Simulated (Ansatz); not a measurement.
# AlH3S (SMILES [AlH2][SH]), step by step

Aim: a point of an energy scan (MP2/LANL2DZ), then a point of an energy scan (MP2/LANL2DZ), then a point of an energy scan (MP2/LANL2DZ), then a point of an energy scan (MP2/LANL2DZ), then a point of an energy scan (UMP2/LANL2DZ), then a point of an energy scan (UMP2/LANL2DZ) of AlH3S. 

The calculation is run with Ansatz 0.2.0.

7 further runs of the same task are left out: 6 for a known fault of the program, 1 set aside as unsound or not needed.

## 1. Starting point

The species is AlH3S (5 atoms), meant as a singlet with charge 0. As SMILES, `[AlH2][SH]`. The shape is that of a PBE0-D4/def2-TZVP optimisation.

Bond lengths: Al1–S2 2.181 Å, Al1–H3 1.579 Å, Al1–H4 1.581 Å, S2–H5 1.344 Å. Angles: Al1–S2–H5 93.7°, S2–Al1–H3 116.5°, S2–Al1–H4 118.9°, H3–Al1–H4 124.6°.

## 2. A point of an energy scan at MP2/LANL2DZ (core potential, held atoms (4, 1), held distance 1.5806 angstrom) (run 1)

Contents of in.yaml:

```yaml
crystal:
  periodic: [false, false, false]
  atoms:
    - symbol: Al
      position_ang: [-0.616100, -0.064200, -0.181700]
    - symbol: S
      position_ang: [1.129100, -0.343100, 1.096600]
    - symbol: H
      position_ang: [-1.981700, -0.650100, 0.351100]
    - symbol: H
      position_ang: [-0.441100, 0.696000, -1.556400]
    - symbol: H
      position_ang: [1.959700, 0.287800, 0.249000]
basis:
  gaussian: {orbitals: LANL2DZ.json}
correlation: {method: mp2}
relax: {max_steps: 60, constraints: [{distance: [3, 0], at: 1.5806}]}
```

The basis set LANL2DZ is read from a file made from the Basis Set Exchange's data (not shown).

Launch:

```bash
$ ansatz run in.yaml --threads 1 --pin off --max-ram 2610MiB --events-out events.jsonl --progress --plain --runs-dir runs
```

The log of the run:

```text
Warning: RAYON_NUM_THREADS=1 ignored (pool sized by the plan → 1); use --threads N
The last accepted step is kept in runs//last_step.txt (removed where the run ends without a failure and the disk answers)
[... 57 lines left out ...]
Total energy: -370.85689829 eV, -13.6287396363 hartree
[... 5 lines left out ...]
Dipole moment:    -0.152284     0.181240    -0.410715 e Å
Checks for a lower state left out: cluster_reference
```

It took 1.3 s on 1 thread of Arm Neoverse V1, shared host; peak memory 0.09 GiB.

## 3. A point of an energy scan at MP2/LANL2DZ (core potential, held atoms (4, 1), held distance 1.7387 angstrom) (run 2)

Contents of input.yaml:

```yaml
crystal:
  periodic: [false, false, false]
  atoms:
    - {symbol: Al, position_ang: [-0.682038, -0.052961, -0.231415]}
    - {symbol: S, position_ang: [1.153772, -0.334850, 1.091429]}
    - {symbol: H, position_ang: [-2.024843, -0.669748, 0.370143]}
    - {symbol: H, position_ang: [-0.520714, 0.705576, -1.608692]}
    - {symbol: H, position_ang: [2.123723, 0.278384, 0.337135]}
basis:
  gaussian: {orbitals: LANL2DZ.json}
correlation: {method: mp2}
relax: {max_steps: 60, constraints: [{distance: [3, 0], at: 1.7387}]}
```

The basis set LANL2DZ is read from a file made from the Basis Set Exchange's data (not shown).

Launch:

```bash
$ ansatz run input.yaml --threads 1 --pin off --max-ram 2610MiB --events-out events.jsonl --progress --plain --runs-dir runs
```

The log of the run:

```text
Warning: RAYON_NUM_THREADS=1 ignored (pool sized by the plan → 1); use --threads N
The last accepted step is kept in runs//last_step.txt (removed where the run ends without a failure and the disk answers)
[... 58 lines left out ...]
Total energy: -370.75177822 eV, -13.6248765450 hartree
[... 5 lines left out ...]
Dipole moment:    -0.149276     0.148292    -0.346608 e Å
Checks for a lower state left out: cluster_reference
```

It took 1.3 s on 1 thread of Arm Neoverse V1, shared host; peak memory 0.09 GiB.

## 4. A point of an energy scan at MP2/LANL2DZ (core potential, held atoms (4, 1), held distance 1.8967 angstrom) (run 3)

Contents of input.yaml:

```yaml
crystal:
  periodic: [false, false, false]
  atoms:
    - {symbol: Al, position_ang: [-0.684797, -0.074965, -0.190640]}
    - {symbol: S, position_ang: [1.164439, -0.343458, 1.112404]}
    - {symbol: H, position_ang: [-2.033614, -0.687252, 0.399766]}
    - {symbol: H, position_ang: [-0.517047, 0.758204, -1.707468]}
    - {symbol: H, position_ang: [2.120918, 0.273872, 0.344539]}
basis:
  gaussian:
    orbitals: LANL2DZ.json
total_charge: 0
magnetization:
  spin_polarized: false
  initial_magnetization: 0
correlation:
  method: mp2
relax:
  max_steps: 60
  constraints: [{distance: [3, 0], at: 1.8967}]
```

The basis set LANL2DZ is read from a file made from the Basis Set Exchange's data (not shown).

Launch:

```bash
$ ansatz run input.yaml --threads 1 --pin off --max-ram 2610MiB --events-out events.jsonl --progress --plain --runs-dir runs
```

The log of the run:

```text
Warning: RAYON_NUM_THREADS=1 ignored (pool sized by the plan → 1); use --threads N
The last accepted step is kept in runs//last_step.txt (removed where the run ends without a failure and the disk answers)
[... 58 lines left out ...]
Total energy: -370.44806833 eV, -13.6137154125 hartree
[... 5 lines left out ...]
Dipole moment:    -0.145899     0.116210    -0.283992 e Å
Checks for a lower state left out: cluster_reference
```

Wall time 1.2 s (1 thread of Arm Neoverse V1, shared host); peak memory 0.09 GiB.

## 5. A point of an energy scan at MP2/LANL2DZ (core potential, held atoms (4, 1), held distance 2.1338 angstrom) (run 4)

Contents of input.yaml:

```yaml
crystal:
  periodic: [false, false, false]
  atoms:
    - {symbol: Al, position_ang: [-0.687486, -0.096748, -0.150255]}
    - {symbol: S, position_ang: [1.174823, -0.352144, 1.133407]}
    - {symbol: H, position_ang: [-2.041745, -0.704840, 0.429822]}
    - {symbol: H, position_ang: [-0.513634, 0.810941, -1.806561]}
    - {symbol: H, position_ang: [2.117942, 0.269192, 0.352188]}
basis:
  gaussian:
    orbitals: LANL2DZ.json
magnetization:
  spin_polarized: false
  initial_magnetization: 0
correlation:
  method: mp2
relax:
  max_steps: 60
  constraints: [{distance: [3, 0], at: 2.1338}]
```

The basis set LANL2DZ is read from a file made from the Basis Set Exchange's data (not shown).

Launch:

```bash
$ ansatz run input.yaml --threads 1 --pin off --max-ram 2610MiB --events-out events.jsonl --progress --plain --runs-dir runs
```

The log of the run:

```text
Warning: RAYON_NUM_THREADS=1 ignored (pool sized by the plan → 1); use --threads N
The last accepted step is kept in runs//last_step.txt (removed where the run ends without a failure and the disk answers)
[... 58 lines left out ...]
Total energy: -369.82493738 eV, -13.5908157724 hartree
[... 5 lines left out ...]
Dipole moment:    -0.139793     0.071757    -0.196622 e Å
Checks for a lower state left out: cluster_reference
```

It took 1.2 s on 1 thread of Arm Neoverse V1, shared host; peak memory 0.09 GiB.

## 6. A point of an energy scan at UMP2/LANL2DZ (core potential, held atoms (4, 1), held distance 2.3709 angstrom) (run 5)

Contents of job.yaml:

```yaml
basis:
  gaussian: {orbitals: LANL2DZ.json}
crystal:
  periodic: [false, false, false]
  atoms:
    - {symbol: Al, position_ang: [-0.691227, -0.128729, -0.090874]}
    - {symbol: S, position_ang: [1.189565, -0.365318, 1.164832]}
    - {symbol: H, position_ang: [-2.052522, -0.731685, 0.476395]}
    - {symbol: H, position_ang: [-0.509134, 0.890630, -1.956578]}
    - {symbol: H, position_ang: [2.113218, 0.261503, 0.364826]}
magnetization: {spin_polarized: true, initial_magnetization: 0}
correlation: {method: mp2}
relax: {max_steps: 60, constraints: [{distance: [3, 0], at: 2.3709}]}
```

The basis set LANL2DZ is read from a file made from the Basis Set Exchange's data (not shown).

Launch:

```bash
$ ansatz run job.yaml --threads 1 --pin off --max-ram 2610MiB --events-out events.jsonl --progress --plain --runs-dir runs
```

The log of the run:

```text
Warning: RAYON_NUM_THREADS=1 ignored (pool sized by the plan → 1); use --threads N
The last accepted step is kept in runs//last_step.txt (removed where the run ends without a failure and the disk answers)
[... 58 lines left out ...]
Total energy: -368.98272379 eV, -13.5598649938 hartree
[... 5 lines left out ...]
Dipole moment:    -0.129088    -0.008948    -0.038164 e Å
Checks for a lower state left out: cluster_reference
```

Run time: 1.4 s. Hardware: 1 thread of Arm Neoverse V1, shared host; peak memory 0.09 GiB.

## 7. A point of an energy scan at UMP2/LANL2DZ (core potential, held atoms (4, 1), held distance 2.687 angstrom) (run 6)

Contents of in.yaml:

```yaml
crystal:
  periodic: [false, false, false]
  atoms:
    - symbol: Al
      position_ang: [-0.694426, -0.167109, -0.019065]
    - symbol: S
      position_ang: [1.208657, -0.375287, 1.192005]
    - symbol: H
      position_ang: [-2.072499, -0.754400, 0.511162]
    - symbol: H
      position_ang: [-0.496641, 0.964904, -2.092852]
    - symbol: H
      position_ang: [2.104809, 0.258293, 0.367351]
basis:
  gaussian: {orbitals: LANL2DZ.json}
magnetization: {spin_polarized: true, initial_magnetization: 0}
correlation: {method: mp2}
relax: {max_steps: 60, constraints: [{distance: [3, 0], at: 2.687}]}
```

The basis set LANL2DZ is read from a file made from the Basis Set Exchange's data (not shown).

Launch:

```bash
$ ansatz run in.yaml --threads 1 --pin off --max-ram 2610MiB --events-out events.jsonl --progress --plain --runs-dir runs
```

The log of the run:

```text
Warning: RAYON_NUM_THREADS=1 ignored (pool sized by the plan → 1); use --threads N
The last accepted step is kept in runs//last_step.txt (removed where the run ends without a failure and the disk answers)
[... 76 lines left out ...]
Total energy: -368.30497406 eV, -13.5349581505 hartree
[... 5 lines left out ...]
Dipole moment:    -0.133835     0.118877    -0.283915 e Å
Checks for a lower state left out: cluster_reference
```

Run time: 2.1 s. Hardware: 1 thread of Arm Neoverse V1, shared host; peak memory 0.09 GiB.

## 8. Results

| quantity | value |
| --- | --- |
| run 1, MP2/LANL2DZ: total energy | -13.62874 Eh |
| run 1, MP2/LANL2DZ: dipole moment (correlated density) | 2.28 D |
| run 1, MP2/LANL2DZ: correlation energy | -80.1 mEh |
| run 2, MP2/LANL2DZ: total energy | -13.62488 Eh |
| run 2, MP2/LANL2DZ: dipole moment (correlated density) | 1.95 D |
| run 2, MP2/LANL2DZ: correlation energy | -81.4 mEh |
| run 3, MP2/LANL2DZ: total energy | -13.61372 Eh |
| run 3, MP2/LANL2DZ: dipole moment (correlated density) | 1.63 D |
| run 3, MP2/LANL2DZ: correlation energy | -82.9 mEh |
| run 4, MP2/LANL2DZ: total energy | -13.59082 Eh |
| run 4, MP2/LANL2DZ: dipole moment (correlated density) | 1.21 D |
| run 4, MP2/LANL2DZ: correlation energy | -85.6 mEh |
| run 5, UMP2/LANL2DZ: total energy | -13.55986 Eh |
| run 5, UMP2/LANL2DZ: dipole moment (correlated density) | 0.65 D |
| run 5, UMP2/LANL2DZ: correlation energy | -79.9 mEh |
| run 5, UMP2/LANL2DZ: ⟨S²⟩ of the reference determinant | 0.279 |
| run 6, UMP2/LANL2DZ: total energy | -13.53496 Eh |
| run 6, UMP2/LANL2DZ: dipole moment (correlated density) | 1.61 D |
| run 6, UMP2/LANL2DZ: correlation energy | -72.8 mEh |
| run 6, UMP2/LANL2DZ: ⟨S²⟩ of the reference determinant | 0.679 |

Mulliken charges (run 1, MP2/LANL2DZ) run from -0.41 on S2 to +0.72 on Al1; they depend strongly on the basis. Mulliken charges (run 3, MP2/LANL2DZ) run from -0.40 on S2 to +0.67 on Al1. ⟨S²⟩ (run 5, UMP2/LANL2DZ) is 0.28 where a pure singlet has 0.00: the reference is spin-contaminated. ⟨S²⟩ (run 6, UMP2/LANL2DZ) is 0.68 where a pure singlet has 0.00: the reference is spin-contaminated. Mulliken charges (run 6, UMP2/LANL2DZ) run from -0.39 on S2 to +0.53 on Al1; they depend strongly on the basis.
